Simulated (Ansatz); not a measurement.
**How methods differ on SiH3O (SMILES O[SiH2])**

SiH3O: 5 atoms, total charge 0, spin state doublet. SMILES: `O[SiH2]`. Geometry: relaxed at GFN2-xTB. This is one conformer, not always the lowest.

```xyz
5

O     0.5573   -0.4338    0.7985
Si    0.0019    0.3419   -0.5339
H     0.7257   -1.3707    0.8148
H    -1.2448   -0.2536   -1.0008
H    -0.0401    1.7160   -0.0786
```

Each level gives the energy change with the Si2–H5 bond stretched from 1.448 to 3.621 Å (eV). The values are calculated.

```tsv
level	kind	program	value (eV)	less FCI/STO-3G	CPU time (all runs)
UBLYP/STO-3G	GGA	Ansatz	3.86	+0.39	3.3 s
U-r2SCAN0/STO-3G	hybrid meta-GGA	Ansatz	4.08	+0.61	10 s
UPBE0/STO-3G	global hybrid	Ansatz	3.98	+0.51	3.6 s
U-wB97M-V/STO-3G	range-separated hybrid	Ansatz	3.93	+0.46	50 s
RPA@PBE/STO-3G	RPA	Ansatz	3.42	-0.05	4.5 s
UMP2/STO-3G	perturbation theory	Ansatz	3.54	+0.07	0.36 s
UCCSD(T)/STO-3G	coupled cluster or CI	Ansatz	3.47	0.00	0.56 s
UCCSD/STO-3G	coupled cluster or CI	Ansatz	3.51	+0.04	0.91 s
FCI/STO-3G	exact in the basis	Ansatz	3.47	0.00	3.2 s
```

FCI/STO-3G is exact within its basis and frozen core, so for wave-function methods in that basis the difference is their error; functionals converge differently with the basis, so for them it is only a difference. The first shape isn't each level's own minimum. The values span 3.42 to 4.08 eV. Spin contamination of the reference (⟨S²⟩ at least 0.1 too high) touches UMP2/STO-3G, UCCSD(T)/STO-3G, UCCSD/STO-3G. All rows use very small basis sets, so none should be taken for the real molecule's value. In so small a basis fixed costs decide the times, and correlated methods can beat functionals. CPU times are rough (shared hosts, several kinds of processor and program).
